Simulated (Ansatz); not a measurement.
Ansatz (an electronic-structure program) input (PBE/6-31G*):

Ansatz 0.2 input:
```yaml
crystal:
  periodic: [false, false, false]
  atoms:
    - {symbol: Si, position_ang: [-0.00000000, 0.00000000, -0.00000000]}
    - {symbol: F, position_ang: [0.90266225, 0.93537042, 0.87570553]}
    - {symbol: F, position_ang: [-0.88062488, -0.89967856, 0.93362490]}
    - {symbol: F, position_ang: [-0.92886782, 0.87391074, -0.91107724]}
    - {symbol: F, position_ang: [0.90683044, -0.90960260, -0.89825319]}
basis:
  gaussian:
    orbitals: 6-31G*
hamiltonian:
  xc: {name: PBE}
relax: {f_tol: 0.003, max_steps: 120}
```

Output:

```
WARN ansatz: RAYON_NUM_THREADS=1 ignored (pool sized by the plan → 1); use --threads N
Functional definition: PBE
integrals: 0.02 GiB planned
710 factors; their error is unknown
mean field: 0.17 GiB planned
mean field evaluation 1: about -18732.5352 eV, gradient 5.5e1 eV
mean field evaluation 2: about -18723.7435 eV, gradient 9.6e1 eV
mean field evaluation 4: about -18736.7364 eV, gradient 5.7e-1 eV
mean field evaluation 8: about -18736.6811 eV, gradient 2.0e-2 eV
mean field -18736.68108508 eV, -688.5603296981 hartree, gradient 5.4e-5 eV, S^2 0.000000; 0 other end points of the search recorded, 0 dependent functions left out
the calculation of the forces begins
reference -18736.68111838 eV, -688.5603309218 hartree; 25, 25 occupied and 54, 54 virtual orbitals, 710 factors
relax step   1: F+E_penalty+E_count = -18736.68108508 eV  Δ(F+E_penalty+E_count) = +0.000e0 eV  max|allowed force component| = 6.251e-1 eV/Å  Δτ_max = 0.0000 Å  (22 SCF iters, accepted)
these checks for a lower state are left out or cut short: starts, cluster_reference, orbital_swaps, neighbouring_geometries, increment
integrals: 0.02 GiB planned
710 factors; their error is unknown
mean field: 0.17 GiB planned
mean field evaluation 16: about -18736.7155 eV, gradient 5.1e-2 eV
mean field -18736.71549200 eV, -688.5615941290 hartree, gradient 1.3e-5 eV, S^2 0.000000; 0 other end points of the search recorded, 0 dependent functions left out
the calculation of the forces begins
reference -18736.71552528 eV, -688.5615953522 hartree; 25, 25 occupied and 54, 54 virtual orbitals, 710 factors
relax step   2: F+E_penalty+E_count = -18736.71549200 eV  Δ(F+E_penalty+E_count) = -3.441e-2 eV  max|allowed force component| = 3.383e-1 eV/Å  Δτ_max = 0.0107 Å  (24 SCF iters, accepted)
these checks for a lower state are left out or cut short: starts, cluster_reference, orbital_swaps, neighbouring_geometries, increment
integrals: 0.02 GiB planned
710 factors; their error is unknown
mean field: 0.17 GiB planned
mean field -18736.73056458 eV, -688.5621480362 hartree, gradient 1.3e-5 eV, S^2 0.000000; 0 other end points of the search recorded, 0 dependent functions left out
the calculation of the forces begins
reference -18736.73059785 eV, -688.5621492590 hartree; 25, 25 occupied and 54, 54 virtual orbitals, 710 factors
relax step   3: F+E_penalty+E_count = -18736.73056458 eV  Δ(F+E_penalty+E_count) = -1.507e-2 eV  max|allowed force component| = 1.552e-2 eV/Å  Δτ_max = 0.0129 Å  (23 SCF iters, accepted)
these checks for a lower state are left out or cut short: starts, cluster_reference, orbital_swaps, neighbouring_geometries, increment
integrals: 0.02 GiB planned
710 factors; their error is unknown
mean field: 0.17 GiB planned
mean field evaluation 32: about -18736.7306 eV, gradient 9.0e-6 eV
mean field -18736.73059795 eV, -688.5621492625 hartree, gradient 1.8e-5 eV, S^2 0.000000; 0 other end points of the search recorded, 0 dependent functions left out
the calculation of the forces begins
reference -18736.73063123 eV, -688.5621504854 hartree; 25, 25 occupied and 54, 54 virtual orbitals, 710 factors
relax step   4: F+E_penalty+E_count = -18736.73059795 eV  Δ(F+E_penalty+E_count) = -3.337e-5 eV  max|allowed force component| = 2.372e-4 eV/Å  Δτ_max = 0.0006 Å  (17 SCF iters, accepted)
integrals: 0.02 GiB planned
710 factors; their error is unknown
mean field: 0.17 GiB planned
mean field -18736.73059795 eV, -688.5621492625 hartree, gradient 1.8e-5 eV, S^2 0.000000; 1 other end points of the search recorded, 0 dependent functions left out
the calculation of the forces begins
reference -18736.73063123 eV, -688.5621504854 hartree; 25, 25 occupied and 54, 54 virtual orbitals, 710 factors
Total energy: -18736.73063123 eV, -688.5621504854 hartree
Atom 0 at     0.000000    -0.000000     0.000000 Å, force    -0.000000    -0.000000    -0.000000 eV/Å
Atom 1 at     0.916585     0.949797     0.889212 Å, force     0.000229     0.000237     0.000222 eV/Å
Atom 2 at    -0.894208    -0.913555     0.948025 Å, force    -0.000223    -0.000228     0.000237 eV/Å
Atom 3 at    -0.943195     0.887390    -0.925130 Å, force    -0.000235     0.000222    -0.000231 eV/Å
Atom 4 at     0.920817    -0.923632    -0.912108 Å, force     0.000230    -0.000231    -0.000228 eV/Å
Dipole moment:     0.000000     0.000000     0.000000 e Å
```
